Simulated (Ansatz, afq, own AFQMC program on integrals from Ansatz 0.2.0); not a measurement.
# HBr₂, doublet: AFQMC among the cluster methods

| atom | x (Å) | y (Å) | z (Å) |
| --- | --- | --- | --- |
| Br | 0.0000 | 0.0000 | -1.7023 |
| H | 0.0000 | 0.0000 | -0.0143 |
| Br | 0.0000 | 0.0000 | 1.7167 |

Connectivity, by distances: Br ··· Br, 1 bridging H.

Basis cc-pVTZ. Only valence electrons are correlated. AFQMC by an in-house program on the Cholesky factors that Ansatz 0.2.0 writes for its CCSD(T) run. ph-AFQMC/CISD is guided by a CISD state made of CCSD amplitudes; releasing the constraint for a short imaginary time cuts its bias at the price of noise, slowly where states lie close. Uncertainties: one standard error, sampling alone. No spin–orbit coupling.

Determinant: UHF, the one that the program's search chose, which needn't be the lowest solution. The geometry is a point of a scan.

No full CI on the walks' own integrals is used here; CCSDT(Q) serves as the reference and is uncertain by about the last step of the cluster series.

Cautions: no relativity below Rb; no spin-orbit coupling; inner d shell frozen; unrestricted determinant slightly spin contaminated (⟨S²⟩ 0.83 against 0.75); the released energies are still falling, so no released level is given (meV from the phaseless value at times in 1/Eh: -7 ± 5 at 0.24, -16 ± 4 at 0.51, -18 ± 7 at 0.99, -42 ± 8 at 1.50).

The T1 diagnostic is 0.0170 and the weight of the determinant in the CISD state is 0.848. The ⟨S²⟩ of the determinant is 0.833 and the size of the correlated space is 15 electrons in 72 orbitals.

```csv
level,correlation energy (eV)
MP2,-8.7155
CCSD,-9.7963
CCSD(T),-10.1701
```

Estimate where phaseless AFQMC with a CISD trial lies against CCSD(T) on the same integrals.

2.8 ± 0.5 kJ/mol below CCSD(T).

Reference: CCSDT(Q), correlation energy -10.221 eV.

```csv
level,E − E(reference) (kJ/mol),share of correlation (%)
CCSD(T),4.9,99.50
CCSDT,1.6,99.84
ph-AFQMC/CISD,2.1 ± 0.5,99.78
```

A walk keeps the symmetry of its determinant, which the program's search chose and which needn't be the lowest solution, so a lower state of the same spin and another symmetry isn't excluded.
